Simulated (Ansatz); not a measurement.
The input, for Ansatz 0.2.0:

```yaml
crystal:
  periodic: [false, false, false]
  atoms:
    - {symbol: H, position_ang: [0.000000, 0.000000, -1.409333]}
    - {symbol: H, position_ang: [0.000000, 0.000000, -0.060333]}
    - {symbol: Br, position_ang: [0.000000, 0.000000, 1.469667]}
basis:
  gaussian: {orbitals: 6-31G}
magnetization: {spin_polarized: false, initial_magnetization: 1}
correlation: {method: fic_nevpt4_sd, electrons: outside_noble_gas, active_space: {window: {electrons: 9, orbitals: 6}, shells: [{species: Br, l: s, shell: 4}, {species: Br, l: p, shell: 4}, {species: H, l: s, shell: 1}]}}
```

```sh
$ ansatz run in.yaml --threads 1 --pin off --events-out ev --progress --plain --max-ram 2393MiB
```

Task: Roughly how long does this take on 1 thread of Arm Neoverse V2, shared host, and how much host memory?

Result: 0.81 s wall and 0.16 GiB.

```
498 factors; integrals over basis functions are off by at most 8.4e-8 eV
mean field evaluation 1: about -70016.9880 eV, gradient 1.0e1 eV
mean field evaluation 2: about -70016.9900 eV, gradient 1.0e1 eV
mean field evaluation 4: about -70017.8645 eV, gradient 1.9e0 eV
mean field evaluation 8: about -70017.8994 eV, gradient 9.6e-2 eV
mean field -70017.89950532 eV, -2573.1103469836 hartree, gradient 5.7e-6 eV, S^2 0.750000; 0 other end points of the search recorded, 0 dependent functions left out
reference -70017.89950532 eV, -2573.1103469836 hartree; 19, 18 occupied and 14, 15 virtual orbitals, 498 factors
state -70018.56309423 eV, -2573.1347334261 hartree
state -70018.56309423 eV, -2573.1347334261 hartree; corrected -70019.57841583 eV, -2573.1720458069 hartree
Total energy: -70019.57841583 eV, -2573.1720458069 hartree
Checks for a lower state left out: starts, orbital_swaps
```

Natural occupations: 1.9997 1.9997 1.9992 1.9567 1.0020 0.0427.

For the same geometry and basis full CI lies 39.4 meV lower.
